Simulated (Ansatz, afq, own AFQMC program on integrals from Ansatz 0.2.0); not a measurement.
BeCl⁻, singlet → BeCl, doublet

```xyz
2

Cl    0.0000    0.0000    0.0000
Be    0.0000    0.0000    1.9446
```

E(doublet, charge +0) − E(singlet, charge -1) at this geometry, on RHF and UHF determinants.

Basis aug-cc-pVDZ. Only valence electrons are correlated. AFQMC by an in-house program on the Cholesky factors that Ansatz 0.2.0 writes for its CCSD(T) run. The CISD trial takes its coefficients from CCSD amplitudes. Released means that phaseless walkers are propagated on without the constraint, phases kept. Uncertainties: one standard error, sampling alone. The errors of all members are added in quadrature.

No full CI on the walks' own integrals is used here; CCSDT(Q) serves as the reference and is uncertain by about the last step of the cluster series. Each member takes its own surest rung, up to full CI.

Errors are counted within aug-cc-pVDZ, not against nature.

Cautions: BeCl⁻ (singlet): restricted determinant unstable towards unrestricted (UHF 28 meV lower, ⟨S²⟩ 0.26).

Reference (CCSDT(Q)): 1.297 eV.

| level | vertical detachment energy (eV) | error against CCSDT(Q) (eV) |
| --- | --- | --- |
| HF | 0.256 | -1.041 |
| MP2 | 1.008 | -0.289 |
| CCSD | 1.254 | -0.043 |
| CCSD(T) | 1.292 | -0.005 |
| CCSDT | 1.294 | -0.003 |
| ph-AFQMC/CISD | 1.327 ± 0.019 | 0.030 ± 0.019 |
| released AFQMC | 1.314 ± 0.021 | 0.017 ± 0.021 |

Correlation beyond CCSD(T) adds 0.005 eV. The perturbative (T) step is worth +0.038 eV.

A walk keeps the symmetry of its determinant, which the program's search chose and which needn't be the lowest solution, so a lower state of the same spin and another symmetry isn't excluded. Released energies are given only where the last usable release times agree within the noise; a slower fall can still hide under it.
